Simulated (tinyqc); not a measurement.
Worked calculation: geometry optimisation on the RHF/sto-3g surface (energies and gradients from PySCF), for H2O, spin multiplicity 1. Computed by tinyqc, a small Python program that keeps every step (integrals from PySCF). Settings: charge = 0, multiplicity = 1, basis = sto-3g, optimiser = bfgs, first Hessian = 1.0, largest step = 0.1, iteration cap = 30. Command: `OMP_NUM_THREADS=1 python tinyqc.py 20237 20238 out.jsonl` (the two numbers bound the seeds that draw the settings). One thread of a shared host (Intel(R) Xeon(R) Processor @ 2.60GHz), about 0.6 s of CPU time with the checks.

## Step 1: energy and gradient

positions at the start (bohr):
```
           x         y         z
1O   0.00756  -0.05858  -0.00378
2H   0.03779   1.49666   1.24344
3H  -0.00189  -1.61005   1.21131
```

Self-consistent energy and analytic gradient at these positions.

energy = -74.9579103 hartree

gradient (hartree/bohr):
```
             x           y           z
1O  -0.0005945  -0.0085580  -0.0576908
2H   0.0010271   0.0592064   0.0327698
3H  -0.0004327  -0.0506484   0.0249211
```

## Step 1: move

Quasi-Newton step p = -H^(-1) g (first H = 1 times the unit matrix); steps longer than 0.1 bohr are cut back (factor 0.946 here).

positions after step 1 (bohr):
```
           x         y        z
1O   0.00812  -0.05048  0.05081
2H   0.03682   1.44064  1.21243
3H  -0.00148  -1.56212  1.18773
```

## Step 2: energy and gradient

As before.

energy = -74.9643443 hartree

gradient (hartree/bohr):
```
             x           y           z
1O   0.0000342   0.0005217   0.0032714
2H   0.0002518   0.0209591  -0.0016720
3H  -0.0002860  -0.0214808  -0.0015994
```

## Step 2: move

inverse Hessian in use (bohr^2/hartree):
```
          1         2         3         4         5         6         7         8
1   0.99999  -0.00016  -0.00109   0.00000  -0.00046   0.00061   0.00001   0.00063
2  -0.00016   0.99760  -0.01594  -0.00001  -0.00645   0.00888   0.00017   0.00884
3  -0.00109  -0.01594   0.89413  -0.00007  -0.04504   0.05896   0.00117   0.06098
4   0.00000  -0.00001  -0.00007   1.00004   0.00281   0.00006  -0.00004  -0.00281
5  -0.00046  -0.00645  -0.04504   0.00281   1.20396   0.02679  -0.00235  -0.19752
6   0.00061   0.00888   0.05896   0.00006   0.02679   0.96718  -0.00067  -0.03567
7   0.00001   0.00017   0.00117  -0.00004  -0.00235  -0.00067   1.00002   0.00218
8   0.00063   0.00884   0.06098  -0.00281  -0.19752  -0.03567   0.00218   1.18867
9   0.00048   0.00706   0.04691   0.00001   0.01825  -0.02614  -0.00050  -0.02531

          9
1   0.00048
2   0.00706
3   0.04691
4   0.00001
5   0.01825
6  -0.02614
7  -0.00050
8  -0.02531
9   0.97923
```

Quasi-Newton step p = -H^(-1) g (the inverse Hessian comes from BFGS updates; coordinates in the order x, y, z of each atom); steps longer than 0.1 bohr are cut back.

positions after step 2 (bohr):
```
           x         y        z
1O   0.00812  -0.05060  0.05032
2H   0.03645   1.41139  1.21248
3H  -0.00110  -1.53275  1.18817
```

## Convergence

Stop when the largest gradient component is below 3e-5 hartree/bohr. The inverse Hessian follows the BFGS update with s = step, y = change of gradient.

Course of the optimisation:
```
step  E (hartree)  largest gradient (hartree/bohr)
1     -74.9579103                         5.92e-02
2     -74.9643443                         2.15e-02
3     -74.9652057                         1.48e-02
4     -74.9657848                         1.02e-02
5     -74.9658999                         1.17e-03
6     -74.9659012                         1.37e-04
7     -74.9659012                         5.89e-05
8     -74.9659012                         3.25e-06
```

Final distances (angstrom):
```
pair   distance
2H-1O   0.98941
3H-1O   0.98941
3H-2H   1.51617
```

Converged in 8 steps.
